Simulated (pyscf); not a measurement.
Single points on ωB97X-D3(BJ)/def2-SVP structures (PySCF, gas phase). Correlated levels are frozen-core, on RHF or UHF. ΔMP2 is the change of the MP2 total energy from the triple- to the quadruple-zeta basis.

Estimate the classical barrier height and the reaction energy of SiH₂ (SMILES [SiH2]) [singlet] + H₃C–CH₃ (SMILES CC) -> SiH₄ (SMILES [SiH4]) + H₂C=CH₂ (SMILES C=C) at CCSD(T)/def2-TZVPP + ΔMP2(QZVPP). The step runs on the singlet surface, breaks C–H, C–H and forms H–Si, H–Si; take the separated reactants as zero.

ΔE‡ = 154.9 kJ/mol, ΔE = -89.3 kJ/mol. Zero-point energy shifts the barrier by -12.8 kJ/mol. It is a concerted two-bond exchange, with an imaginary mode of 1494i cm⁻¹. On the reactant side the descent ends in a complex, 23.4 kJ/mol under the separated species and 180.5 kJ/mol under the saddle at ωB97X-D3(BJ)/def2-TZVP. One saddle was located; it need not be the lowest between these sides. The CCSD(T) − MP2 part came from Ansatz, without density fitting, on the same reference.
